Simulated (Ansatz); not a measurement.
A first try at a ranking of conformers of C4H8O, SMILES CCC(C)=O, using the Python package of Ansatz (0.2.0).

The script, `run_conformers.py`:
```python
import ansatz as az
from rdkit import Chem
from rdkit.Chem import AllChem

config = {
    "basis": "def2-SVP",
    "functional": "b3lyp",
    "vdw": "d3bj",
}


def main() -> None:
    rd = Chem.AddHs(Chem.MolFromSmiles("CCC(C)=O"))
    ids = list(AllChem.EmbedMultipleConfs(rd, numConfs=20, randomSeed=104, pruneRmsThresh=0.4))
    field = [energy for _, energy in AllChem.MMFFOptimizeMoleculeConfs(rd)]
    distinct = {round(e, 2): i for i, e in zip(ids, field)}
    chosen = sorted(distinct.items())[:4]
    found = []
    for force_field, index in chosen:
        mol = az.Crystal.molecule()
        for atom, xyz in zip(rd.GetAtoms(), rd.GetConformer(index).GetPositions()):
            mol = mol.atom(atom.GetSymbol(), xyz.round(5).tolist())
        calculation = (
            mol.calculation()
            .basis(gaussian=config["basis"])
            .functional(config["functional"], dispersion=config["vdw"])
            .stress()
        )
        found.append(calculation.run(threads=1, pin="off").report["free_energy_ev"])
    print("conformer   MMFF (kcal/mol)   this level (kJ/mol)")
    for (force_field, index), e in zip(chosen, found):
        print(f"{index:9d} {force_field - chosen[0][0]:17.2f} {96.485332 * (e - min(found)):17.3f}")


if __name__ == "__main__":
    main()
```

Output of `python run_conformers.py`:
```text
Traceback (most recent call last):
  File "run_conformers.py", line 36, in <module>
    main()
    ~~~~^^
  File "run_conformers.py", line 29, in main
    found.append(calculation.run(threads=1, pin="off").report["free_energy_ev"])
                 ~~~~~~~~~~~~~~~^^^^^^^^^^^^^^^^^^^^^^
  ...
ansatz.RefusalError: invalid value for `basis.gaussian`: such a run doesn't read output.stress; remove what it names
```
(Library frames cut from the traceback.)

Find the fault and give the corrected script.

The fault: a molecule has no stress. The change:

```diff
--- before
+++ after
@@ -26,3 +26,2 @@
             .functional(config["functional"], dispersion=config["vdw"])
-            .stress()
         )
```

The mended script runs so:

```console
$ python run_conformers.py
conformer   MMFF (kcal/mol)   this level (kJ/mol)
        3              0.00             0.000
        2              0.83             7.677
```

Notes:
- The conformers keep their force-field geometries.
- b3lyp holds the VWN-RPA fit, as in Gaussian; the form of ORCA and Turbomole is b3lyp5.
- Run time: 5.8 s on 1 thread of Arm Neoverse V2 (shared host), peak memory 0.31 GiB.

(Lines on the test bed's own set-up are left out of the output.)
